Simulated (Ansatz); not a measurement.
Ansatz (an electronic-structure program) input (r2SCAN/def2-TZVPP):

Ansatz 0.2 input:
```yaml
crystal:
  periodic: [false, false, false]
  atoms:
    - {symbol: P, position_ang: [0.00056199, 0.07657355, 0.08927023]}
    - {symbol: H, position_ang: [1.02683735, -0.58960829, -0.66288796]}
    - {symbol: H, position_ang: [-1.03526727, -0.55899489, -0.67616545]}
basis:
  gaussian:
    orbitals: def2-TZVPP
hamiltonian:
  xc: {name: r2SCAN}
total_charge: -1
magnetization: {spin_polarized: false}
```

Output:

```
Functional definition: r2SCAN
integrals: 0.01 GiB planned
405 factors; their error is unknown
mean field: 0.12 GiB planned
mean field evaluation 1: about -9320.2841 eV, gradient 6.8e0 eV
mean field evaluation 2: about -9320.2751 eV, gradient 6.2e0 eV
mean field evaluation 4: about -9320.3736 eV, gradient 1.1e-1 eV
mean field evaluation 8: about -9320.3615 eV, gradient 1.8e-2 eV
mean field -9320.36150593 eV, -342.5169677749 hartree, gradient 2.4e-5 eV, S^2 0.000000; 0 other end points of the search recorded, 0 dependent functions left out
reference -9320.36151292 eV, -342.5169680320 hartree; 9, 9 occupied and 61, 61 virtual orbitals, 405 factors
Total energy: -9320.36151292 eV, -342.5169680320 hartree
```
